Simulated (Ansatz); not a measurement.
Reaction (SMILES): CCl (CH3-Cl) + [H][H] (H2) → C (CH4) + Cl (HCl)
B3LYP-D3(BJ)/def2-TZVP geometries, fixed; electronic energies without zero-point terms.

The energy of full hydrogenation at CCSD(T) with Ansatz (a quantum-chemistry and plane-wave program), in kcal/mol, split into its Hartree-Fock and correlation parts. Cores are frozen. No added dispersion term, no relativity. Functions are those of the species that has most.

```json
[
 {"basis": "cc-pV(D+d)Z", "X": "2", "functions": "52", "Hartree-Fock": "-26.33", "CCSD(T)": "-24.20"},
 {"basis": "cc-pV(T+d)Z", "X": "3", "functions": "111", "Hartree-Fock": "-24.79", "CCSD(T)": "-23.28"},
 {"basis": "cc-pV(Q+d)Z", "X": "4", "functions": "209", "Hartree-Fock": "-24.70", "CCSD(T)": "-22.75"}
]
```

Worked estimate of the basis-set limit from each neighbouring pair, with Hartree-Fock from the larger set and the correlation part extrapolated as X^-3.
Correlation parts: X = 2: 2.13, X = 3: 1.51, X = 4: 1.95.
- (2,3): (27·(1.51) - 8·(2.13))/19 = 1.25; with Hartree-Fock -24.79 the estimate is -23.54 kcal/mol.
- (3,4): (64·(1.95) - 27·(1.51))/37 = 2.27; with Hartree-Fock -24.70 the estimate is -22.43 kcal/mol.
The last two estimates differ by 1.11 kcal/mol; the largest set lies 0.32 from the last. Over the last step Hartree-Fock moves by 0.09 and the correlation part by 0.44.
